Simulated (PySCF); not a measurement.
PySCF input (TPSSh/def2-TZVPD):

```python
from pyscf import gto, scf, dft

mol = gto.M(
    atom='''
    O     0.02055575    1.37954633   -0.01097938
    C    -0.01134845    0.01890589    0.22432295
    H     0.91976598    1.70434922    0.11067332
    C    -1.34682762   -0.56808966   -0.05151891
    C     1.23987973   -0.74032850   -0.04973274
    H    -1.55796574   -0.61643837   -1.13244864
    H     1.46139415   -0.79556071   -1.12918124
    H    -2.13554147    0.03305249    0.40408140
    H     2.10665427   -0.27840017    0.43425102
    H    -1.41082895   -1.58326961    0.34158965
    H     1.16185374   -1.76302978    0.32044181
    ''',
    basis='def2-tzvpd',
    charge=0,
    spin=1,
    verbose=4,
)

mf = dft.UKS(mol, xc='tpssh').density_fit(auxbasis='def2-universal-jkfit')
mf.grids.level = 3
mf.conv_tol = 1e-9
mf.max_cycle = 100
mf.max_memory = 1500
mf.kernel()
if not mf.converged:
    mf = mf.newton()
    mf.kernel(mf.make_rdm1())
for _ in range(2):
    mo, _, stable, _ = mf.stability(return_status=True)
    if stable:
        break
    mf.kernel(mf.make_rdm1(mo, mf.mo_occ))
mf.analyze()
```

Output:

```
PySCF version 2.14.0

[INPUT] verbose = 4
[INPUT] num. atoms = 11
[INPUT] num. electrons = 33
[INPUT] charge = 0
[INPUT] spin (= nelec alpha-beta = 2S) = 1
[INPUT] symmetry False subgroup None
[INPUT] Mole.unit = angstrom
[INPUT] Symbol           X                Y                Z      unit          X                Y                Z       unit  Magmom
[INPUT]  1 O      0.020555750000   1.379546330000  -0.010979380000 AA    0.038844737785   2.606964739849  -0.020748021218 Bohr   0.0
[INPUT]  2 C     -0.011348450000   0.018905890000   0.224322950000 AA   -0.021445462438   0.035726954241   0.423908938955 Bohr   0.0
[INPUT]  3 H      0.919765980000   1.704349220000   0.110673320000 AA    1.738105800892   3.220753246416   0.209142264096 Bohr   0.0
[INPUT]  4 C     -1.346827620000  -0.568089660000  -0.051518910000 AA   -2.545135338800  -1.073533871597  -0.097356630136 Bohr   0.0
[INPUT]  5 C      1.239879730000  -0.740328500000  -0.049732740000 AA    2.343033117100  -1.399018107210  -0.093981258024 Bohr   0.0
[INPUT]  6 H     -1.557965740000  -0.616438370000  -1.132448640000 AA   -2.944128560055  -1.164899691973  -2.140017779736 Bohr   0.0
[INPUT]  7 H      1.461394150000  -0.795560710000  -1.129181240000 AA    2.761634703542  -1.503391857365  -2.133843288597 Bohr   0.0
[INPUT]  8 H     -2.135541470000   0.033052490000   0.404081400000 AA   -4.035588505951   0.062460153835   0.763603178031 Bohr   0.0
[INPUT]  9 H      2.106654270000  -0.278400170000   0.434251020000 AA    3.980999609446  -0.526100074332   0.820615497113 Bohr   0.0
[INPUT] 10 H     -1.410828950000  -1.583269610000   0.341589650000 AA   -2.666080324108  -2.991945944247   0.645510885486 Bohr   0.0
[INPUT] 11 H      1.161853740000  -1.763029780000   0.320441810000 AA    2.195585365402  -3.331643433652   0.605547259760 Bohr   0.0

nuclear repulsion = 126.125899220825
number of shells = 88
number of NR pGTOs = 288
number of NR cGTOs = 214
basis = def2-tzvpd
ecp = {}

******** <class 'pyscf.df.df_jk.DFUKS'> ********
method = DFUKS
initial guess = minao
damping factor = 0
level_shift factor = 0
DIIS = <class 'pyscf.scf.diis.CDIIS'>
diis_start_cycle = 1
diis_space = 8
diis_damp = 0
SCF conv_tol = 1e-09
SCF conv_tol_grad = None
SCF max_cycles = 100
direct_scf = False
number electrons alpha = 17  beta = 16
XC library pyscf.dft.libxc version 7.1.2
    S. Lehtola, C. Steigemann, M. J. T. Oliveira, and M. A. L. Marques,  SoftwareX 7, 1–5 (2018)
XC functionals = tpssh
    V. N. Staroverov, G. E. Scuseria, J. Tao, and J. P. Perdew,  J. Chem. Phys. 119, 12129 (2003)
radial grids:
    Treutler-Ahlrichs [JCP 102, 346 (1995); DOI:10.1063/1.469408] (M4) radial grids

becke partition: Becke, JCP 88, 2547 (1988); DOI:10.1063/1.454033
pruning grids: <function nwchem_prune>
grids dens level: 3
symmetrized grids: False
atomic radii adjust function: <function treutler_atomic_radii_adjust>
small_rho_cutoff = 0
Set gradient conv threshold to 3.16228e-05
tot grids = 125096
******** <class 'pyscf.df.df.DF'> ********
auxbasis = def2-universal-jkfit
[...]
  beta  nocc = 16  HOMO = -0.307466931135401  LUMO = -0.0315669865952373
  HOMO = -0.147397863978  LUMO = -0.0315669865952  gap/eV = 3.15192
Extra cycle  E= -193.792111575879  delta_E= 5.17e-12  |g|= 1.82e-05  |ddm|= 4.35e-05
converged SCF energy = -193.792111575879  <S^2> = 0.75452389  2S+1 = 2.0045188
uhf_internal: lowest eigs of H = [0.24351751 0.31158149 0.32878515]
<class 'pyscf.df.df_jk.DFUKS'> wavefunction is stable in the internal stability analysis
**** SCF Summaries ****
Total Energy =                        -193.792111575878778
Nuclear Repulsion Energy =             126.125899220825488
One-electron Energy =                 -511.538394808502062
Two-electron Energy =                  191.620384011797768
Two-electron Coulomb Energy =          219.144963786498465
DFT Exchange-Correlation Energy =      -27.524579774700701
HOMO-LUMO gap [eV] =                     3.151918717499868
**** MO energy ****
                             alpha | beta                alpha | beta
MO #1   energy= -19.0753940951658  | -19.0714790323851  occ= 1 | 1
MO #2   energy= -10.1566185999831  | -10.142002999257   occ= 1 | 1
MO #3   energy= -10.1125258277715  | -10.113101528351   occ= 1 | 1
MO #4   energy= -10.1025455129901  | -10.1032687887022  occ= 1 | 1
MO #5   energy= -1.02582907180901  | -1.01729726778755  occ= 1 | 1
MO #6   energy= -0.754407759648071 | -0.742607209829004 occ= 1 | 1
MO #7   energy= -0.684272397467819 | -0.682748228061843 occ= 1 | 1
MO #8   energy= -0.570904043196112 | -0.561681020200425 occ= 1 | 1
MO #9   energy= -0.476655501526675 | -0.46540338963651  occ= 1 | 1
MO #10  energy= -0.43482149538091  | -0.428426638708635 occ= 1 | 1
MO #11  energy= -0.432453208581322 | -0.412412833632683 occ= 1 | 1
MO #12  energy= -0.380515102352326 | -0.374789048806762 occ= 1 | 1
MO #13  energy= -0.373857596881212 | -0.371168568076973 occ= 1 | 1
MO #14  energy= -0.359455520276246 | -0.355842739637496 occ= 1 | 1
MO #15  energy= -0.341791263837997 | -0.328124631739456 occ= 1 | 1
MO #16  energy= -0.318878222818419 | -0.307466931135401 occ= 1 | 1
MO #17  energy= -0.147397863978082 | -0.0315669865952373 occ= 1 | 0
MO #18  energy= -0.00424065615091607 | -0.000358190585444618 occ= 0 | 0
MO #19  energy= 0.0278487615697624 | 0.0304758699999742 occ= 0 | 0
MO #20  energy= 0.0355429257773191 | 0.0380758177912477 occ= 0 | 0
MO #21  energy= 0.0533323671196866 | 0.0597699237992446 occ= 0 | 0
MO #22  energy= 0.0679834990298718 | 0.0700783714791682 occ= 0 | 0
MO #23  energy= 0.0699576041401948 | 0.073591699421857  occ= 0 | 0
MO #24  energy= 0.0782160799731793 | 0.0840854581614687 occ= 0 | 0
MO #25  energy= 0.0987259524899936 | 0.102636224253714  occ= 0 | 0
MO #26  energy= 0.100326767384809  | 0.103867658673095  occ= 0 | 0
MO #27  energy= 0.108234247374292  | 0.112432590977597  occ= 0 | 0
MO #28  energy= 0.124248153771872  | 0.127303586948743  occ= 0 | 0
MO #29  energy= 0.135844093730193  | 0.139688570795954  occ= 0 | 0
MO #30  energy= 0.140877694860739  | 0.144097907073376  occ= 0 | 0
MO #31  energy= 0.151221048428374  | 0.157472777918963  occ= 0 | 0
MO #32  energy= 0.164399633356551  | 0.168024177201798  occ= 0 | 0
MO #33  energy= 0.176087093426311  | 0.182659956272216  occ= 0 | 0
MO #34  energy= 0.191312760275103  | 0.19268793694021   occ= 0 | 0
MO #35  energy= 0.192675645146666  | 0.197437736767717  occ= 0 | 0
MO #36  energy= 0.219528232237832  | 0.225308597798775  occ= 0 | 0
MO #37  energy= 0.230371909327477  | 0.235630592637906  occ= 0 | 0
MO #38  energy= 0.240004831794366  | 0.245080880487585  occ= 0 | 0
MO #39  energy= 0.242067178223798  | 0.250443884893251  occ= 0 | 0
MO #40  energy= 0.246835242436075  | 0.252106969391269  occ= 0 | 0
MO #41  energy= 0.250514891849154  | 0.255134937249906  occ= 0 | 0
MO #42  energy= 0.257811694495407  | 0.262326833119382  occ= 0 | 0
MO #43  energy= 0.27491245007898   | 0.277813392965729  occ= 0 | 0
MO #44  energy= 0.27886216352515   | 0.284911309016802  occ= 0 | 0
MO #45  energy= 0.280464813940263  | 0.287376409531217  occ= 0 | 0
MO #46  energy= 0.288251517548104  | 0.295315956707568  occ= 0 | 0
MO #47  energy= 0.291717332300571  | 0.298707190166722  occ= 0 | 0
MO #48  energy= 0.298170312997208  | 0.3017544345226    occ= 0 | 0
MO #49  energy= 0.300885230004574  | 0.306118664221908  occ= 0 | 0
MO #50  energy= 0.310072672844621  | 0.313342886828646  occ= 0 | 0
MO #51  energy= 0.316948150046672  | 0.325050627581578  occ= 0 | 0
MO #52  energy= 0.333394741846948  | 0.337672821263567  occ= 0 | 0
MO #53  energy= 0.33759403340512   | 0.342410825628239  occ= 0 | 0
MO #54  energy= 0.343518417052928  | 0.34880710553155   occ= 0 | 0
MO #55  energy= 0.360320252063303  | 0.365067923064835  occ= 0 | 0
MO #56  energy= 0.361077217201529  | 0.367040071191022  occ= 0 | 0
MO #57  energy= 0.370096926522353  | 0.373714321661821  occ= 0 | 0
MO #58  energy= 0.382676382406851  | 0.388172667625183  occ= 0 | 0
MO #59  energy= 0.397182623514134  | 0.400842996230677  occ= 0 | 0
MO #60  energy= 0.409683321989941  | 0.412407134554941  occ= 0 | 0
MO #61  energy= 0.413267646546665  | 0.416774993427273  occ= 0 | 0
MO #62  energy= 0.418517456895518  | 0.422878521352222  occ= 0 | 0
MO #63  energy= 0.425555690786911  | 0.428786030073548  occ= 0 | 0
MO #64  energy= 0.429487738557571  | 0.432647327337973  occ= 0 | 0
MO #65  energy= 0.451425978618182  | 0.456200800182091  occ= 0 | 0
MO #66  energy= 0.458270495309045  | 0.463309054608361  occ= 0 | 0
MO #67  energy= 0.466822208693434  | 0.472520272486106  occ= 0 | 0
MO #68  energy= 0.475506874373374  | 0.481620490813248  occ= 0 | 0
MO #69  energy= 0.499746565073822  | 0.50299379557811   occ= 0 | 0
MO #70  energy= 0.504292025249124  | 0.508287437350647  occ= 0 | 0
MO #71  energy= 0.521522459523653  | 0.526675236522522  occ= 0 | 0
MO #72  energy= 0.541615788865244  | 0.547967039696583  occ= 0 | 0
MO #73  energy= 0.552442743074732  | 0.559089731685523  occ= 0 | 0
MO #74  energy= 0.560153981758893  | 0.567181034440629  occ= 0 | 0
MO #75  energy= 0.574618251303495  | 0.579898743952224  occ= 0 | 0
MO #76  energy= 0.590220749916593  | 0.599721053234731  occ= 0 | 0
MO #77  energy= 0.614989617392481  | 0.620898747761437  occ= 0 | 0
MO #78  energy= 0.625031243181381  | 0.631616921007681  occ= 0 | 0
MO #79  energy= 0.64037582780956   | 0.646129727652093  occ= 0 | 0
MO #80  energy= 0.658139115947119  | 0.66335638169206   occ= 0 | 0
MO #81  energy= 0.67291737785752   | 0.680601918373311  occ= 0 | 0
MO #82  energy= 0.681202325127134  | 0.686242751546728  occ= 0 | 0
MO #83  energy= 0.691574091406852  | 0.693618295602633  occ= 0 | 0
MO #84  energy= 0.697726429701615  | 0.701218668560686  occ= 0 | 0
MO #85  energy= 0.69848158934268   | 0.701509991280311  occ= 0 | 0
MO #86  energy= 0.700844111419927  | 0.707172483237676  occ= 0 | 0
MO #87  energy= 0.720233738169254  | 0.727382458216475  occ= 0 | 0
MO #88  energy= 0.729345415687417  | 0.736521676735204  occ= 0 | 0
MO #89  energy= 0.736571850644989  | 0.741126334683151  occ= 0 | 0
MO #90  energy= 0.753230189902972  | 0.756715316655228  occ= 0 | 0
MO #91  energy= 0.782139855114644  | 0.789172786239905  occ= 0 | 0
MO #92  energy= 0.790229715344488  | 0.795426424625591  occ= 0 | 0
MO #93  energy= 0.82277054668041   | 0.82587861014191   occ= 0 | 0
MO #94  energy= 0.87493398801902   | 0.885660680225545  occ= 0 | 0
MO #95  energy= 0.909135202425884  | 0.912234565714556  occ= 0 | 0
MO #96  energy= 0.92365469672966   | 0.932607628281965  occ= 0 | 0
MO #97  energy= 0.929778727730305  | 0.935533544364312  occ= 0 | 0
MO #98  energy= 0.940351538784264  | 0.946480556949667  occ= 0 | 0
MO #99  energy= 0.987365551530286  | 0.991371076016813  occ= 0 | 0
MO #100 energy= 1.00635320485606   | 1.01093771587579   occ= 0 | 0
MO #101 energy= 1.01853349790776   | 1.02325316298241   occ= 0 | 0
MO #102 energy= 1.04801823553032   | 1.05793299029554   occ= 0 | 0
MO #103 energy= 1.11466511078651   | 1.12528682986269   occ= 0 | 0
MO #104 energy= 1.18212511501324   | 1.18904268446738   occ= 0 | 0
[...]
```

It need not be the lowest isomer of its formula.
